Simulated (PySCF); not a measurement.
## Spin states of SiS⁺

Unrestricted PBE0; PySCF, no relativity, basis sets Si aug-pcseg-1, S aug-pcseg-1. Outer shells of the fragments: Si+ 3s2 3p1; S 3s2 3p4.

Followed along the bond (rough minima from three points):

| 2Ms+1 | unpaired | ⟨S²⟩ at the start | R at minimum (Å) | Te (eV) |
| --- | --- | --- | --- | --- |
| 2 | π ↑ | 0.76 | 2.09 | 0.00 |
| 2 | σ ↑ | 0.76 | 1.92 | 0.10 |
| 4 | σ ↑, π ↑↑ | 3.76 | 2.18 | 2.68 |

Solutions found at the starting distance of 2.200 Å, counted from the lowest of them; the search is not exhaustive and high or unbound solutions are not listed, so other states can lie among these:

| 2Ms+1 | unpaired | term | E (eV) | ⟨S²⟩ | ⟨Lz²⟩ | μ (D) |
| --- | --- | --- | --- | --- | --- | --- |
| 2 | π ↑ | ²Π | 0.00 | 0.76 | 1.02 | -3.00 |
| 2 | σ ↑ | ²Σ⁺ | 0.74 | 0.76 | 0.00 | -4.20 |
| 4 | σ ↑, π ↑↑ | mixed | 2.57 | 3.76 | 2.01 | -2.44 |
| 4 | π ↑↑↑ | ⁴Π | 2.83 | 3.76 | 1.01 | 0.42 |
| 4 | σ ↑, π ↑↑ | mixed | 2.90 | 3.76 | 2.01 | -2.63 |
| 2 | σ ↑, π ↑↓ | mixed | 3.13 | 1.76 | 2.01 | -2.77 |
| 2 | σ ↓, π ↑↑ | mixed | 3.20 | 1.78 | 2.01 | -2.08 |
| 2 | π ↑↑↓ | mixed | 3.30 | 1.76 | 3.03 | 0.42 |
| 2 | σ ↑, π ↑↓ | mixed | 3.37 | 1.77 | 2.01 | -2.23 |
| 4 | σ ↑↑, π ↑ | ⁴Π | 5.94 | 3.75 | 1.02 | -2.25 |

A term symbol is given only where ⟨S²⟩ and ⟨Lz²⟩ are close to those of a pure state; real π, δ and φ orbitals otherwise mix terms. A positive dipole points towards S; it is taken about the centre of mass and depends on that origin.

Problem. Compare the gap between the two lowest followed solutions at the starting distance with the gap between their minima.

Solution. At PBE0 the second solution (doublet, unpaired electrons σ ↑) lies +0.74 eV from the first (doublet, unpaired electrons π ↑) at 2.200 Å and +0.10 eV at the minima; the two curves relax by different amounts, since their minima lie near 1.92 and 2.09 Å.

Counting both spins, an empty level lies below a filled one in some of these solutions, because spin and occupation are held.
